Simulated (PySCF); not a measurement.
Species: C3H6NO (doublet state).
Cartesian coordinates in Å at the GFN2-xTB level; atoms count from 1:
```
atom  x, y, z in Å
C1    -1.808    0.370   -0.225
C2    -0.462   -0.178    0.035
O3     0.595    0.623   -0.182
C4     1.871    0.237    0.016
N5     2.362   -0.853    0.411
H6    -1.722    1.390   -0.590
H7    -2.339   -0.231   -0.967
H8    -2.416    0.368    0.683
H9    -0.316   -1.184    0.395
H10    2.542    1.053   -0.226
H11    1.699   -1.593    0.624
```

The hyperfine couplings belong to this conformer and change with its torsions.

Identity: `[CH](O/C=N\[H])C` [radical].

Method used: UKS B3LYP, pcH-1 on C H N O, non-relativistic, mean-field spin-orbit, GIAO (PySCF 2.14.0). Geometry: GFN2-xTB, one conformer, isolated molecule. A GFN2-xTB geometry isn't a minimum of the functional, and hyperfine couplings can be far from their values at a DFT geometry. Stability of the SCF solution: not tested.

Problem. Predict the first-order ENDOR lines of C2, C1, C4, N5, H6/H7/H8, H9, H11 and H10 under fast tumbling at B = 1210.3 mT (Q band).

Solution. ν± = |νn ± a/2|, one line for each electron-spin manifold; νn = |g_N| × 7.62259 MHz/T × B.

| nuclei | isotope | g_N | νn (MHz) | a_iso (MHz) | lower line (MHz) | upper line (MHz) |
| --- | --- | --- | --- | --- | --- | --- |
| C2 | 13C | 1.4048 | 12.96 | 89.63 | 31.85 | 57.78 |
| C1 | 13C | 1.4048 | 12.96 | -33.13 | 3.60 | 29.52 |
| C4 | 13C | 1.4048 | 12.96 | -0.75 | 12.58 | 13.34 |
| N5 | 14N | 0.4038 | 3.72 | 2.65 | 2.40 | 5.05 |
| H6/H7/H8 | 1H | 5.5857 | 51.53 | 70.22 | 16.42 | 86.64 |
| H9 | 1H | 5.5857 | 51.53 | -64.46 | 19.30 | 83.76 |
| H11 | 1H | 5.5857 | 51.53 | -5.43 | 48.81 | 54.25 |
| H10 | 1H | 5.5857 | 51.53 | -4.86 | 49.10 | 53.96 |

The rows for 13C, of low natural abundance, apply to labelled samples.

Problem. Which pairs are centred on the nuclear Larmor frequency, and which on half the coupling?

Solution. Centred on νn, since |a| < 2νn: C4, N5, H6/H7/H8, H9, H11 and H10. Centred on |a|/2 and split by 2νn: C2 and C1.

Class means assume fast exchange of nuclei equivalent by connectivity; if that motion is slow, each nucleus keeps its own coupling. The three 1H nuclei of mean +70.2 MHz run from 2.7 to 106.1 MHz in the frozen geometry.

Hardware: an Arm Neoverse V1 with one thread, shared host with 32 logical CPUs at a one-minute load of 32. Cost: 28 s (with the writing of density and orbital grids), 0.69 GiB resident at most.
